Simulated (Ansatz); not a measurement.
Base system: Pd in the fcc (Cu type) structure (space group Fm-3m, No. 225).

Pd is taken in the cubic space group Fm-3m (No. 225), the fcc (Cu type) structure, Pearson symbol cF4. Conventional cell: a = b = c = 3.9114 Å, α = β = γ = 90.00°. Pd on 4a has 12 Pd at 2.766 Å (cuboctahedral). (Neighbours: up to the widest gap in distance over summed covalent radii, below 1.35, at either atom.)
(The calculation used a cell of 1 atom; values per cell refer to that cell.)

The values are results of Ansatz (a quantum-chemistry and plane-wave program), r2SCAN, PAW, cutoff 500 eV, no spin-orbit coupling, earlier PAW set, not measurements.

One thing is altered: full substitution Pd → Cu, then cell and atoms are relaxed.

Measured lattice parameter a: Pd 3.876 Å (static lattice; corrected from measurement; as listed in Daniel Mejia-Rodriguez, S. B. Trickey, Phys. Rev. B (2018)); Cu 3.595 Å (static lattice; corrected from measurement; as listed in Gábor I. Csonka et al., Physical Review B (2009)).

How well does r2SCAN reproduce the measured shift?

With r2SCAN the lattice parameter a moves by -0.332 Å (3.911 → 3.579) against -0.281 Å measured.

Whether these cells are dynamically stable was not tested. The final runs are not spin-polarised. Pd has a high density of states at the Fermi level and may be magnetic at this level.
